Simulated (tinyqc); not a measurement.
Inside a calculation. Method: Pariser-Parr-Pople SCF with singles CI, for the molecule O=CC=O (SMILES; centres numbered as the heavy atoms are written). One step of it, computed by the program tinyqc.

Task: PPP integrals. Mataga-Nishimoto: gamma = 14.399645/(R + a), a = 2 x 14.399645/(gamma_rr + gamma_ss); H_rr = -W_r - sum_(s != r) z_s gamma_rs; H_rs = beta for bonds.

Centres (angstrom, eV; a flat drawing with bonds scaled to 1.40 angstrom):
```
centre          x          y  core charge z          W   gamma_rr
1O       1.848000  -0.127000              1  17.700000  15.200000
2C       0.559000   0.421000              1  11.160000  11.130000
3C      -0.559000  -0.421000              1  11.160000  11.130000
4O      -1.848000   0.127000              1  17.700000  15.200000
```

Resonance integrals (eV):
```
i  j       beta
1  2  -2.510000
2  3  -2.390000
3  4  -2.510000
```

Give: repulsion gamma_rs; core matrix H.

Result:

repulsion gamma_rs (eV), lower triangle:
```
        1O      2C      3C      4O
1O  15.200
2C   5.773  11.130
3C   4.092   5.346  11.130
4O   3.095   4.092   5.773  15.200
```

core matrix H (eV), lower triangle:
```
         1O       2C       3C       4O
1O  -30.660
2C   -2.510  -26.371
3C    0.000   -2.390  -26.371
4O    0.000    0.000   -2.510  -30.660
```
